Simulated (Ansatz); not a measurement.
## WS$_{2}$: S vacancy

All numbers below come from Ansatz, DFT PBEsol, scalar-relativistic, plane waves, PAW. Run with 420 eV cutoff, 2×2×2 k-mesh, shifted by half a step, Gaussian smearing of 0.01 eV, collinear spin in charge -1 alone.

Host crystal, relaxed:

```yaml
crystal:
  lattice:
    - [3.14608, 0.00000, 0.00000]
    - [-1.57304, 2.72459, 0.00000]
    - [0.00000, 0.00000, 12.70461]
  atoms:
    - { symbol: W, position: [0.33333, 0.66667, 0.25000] }
    - { symbol: W, position: [0.66667, 0.33333, 0.75000] }
    - { symbol: S, position: [0.33333, 0.66667, 0.62660] }
    - { symbol: S, position: [0.66667, 0.33333, 0.12660] }
    - { symbol: S, position: [0.33333, 0.66667, 0.87340] }
    - { symbol: S, position: [0.66667, 0.33333, 0.37340] }
```

Supercell of 36 atoms, rows in host cell vectors: -2 0 0; 2 3 0; 0 0 -1. Atoms relax at the host's cell from a start displaced at random by 0.06 Å near the defect, so other minima may exist. The cell is small, so energies carry finite-size errors of tenths of an eV. The host's Kohn–Sham gap is 1.10 eV. Atoms are taken from and returned to the elements' standard states. Charged cells are corrected for image charges with the computed static dielectric tensor (mean 10.8) and aligned with the host's potential at far atoms (alignment terms reach 0.24 eV; the program doubts the alignment in some charges, where it is up to 0.24 eV). No band-filling term is added, and the Fermi level counts from the host's valence band top.

Spin-orbit coupling is left out, which matters for the bands and energies of heavy elements. Starting moments were lost in some runs.

Defect: S vacancy set at (0.333, 0.667, 0.627) of the host cell. Before relaxation its nearest neighbours are 3 W at 2.40 Å.

```tsv
charge	E_f at the valence band top (eV)	over the neutral state (eV)	moment (μB)	largest move (Å)	atoms near the site
0	3.09	0.00	0.00	0.08	3 W at 2.36 Å
-1	4.01	0.91	0.00	0.07	2 W at 2.37 Å, 1 W at 2.39 Å
```

Among the charges computed the stable one is 0 at the valence band top, changing to -1 at 0.91 eV. In charge -1 the cell has partly filled bands: a level of the defect may be part filled, the carrier may sit in the host's bands, or levels may cross between the k points, so transitions that involve it are doubtful.

Cost: 3 runs of about 69 core-minutes in all, on AMD EPYC (Zen 3) (shared hosts).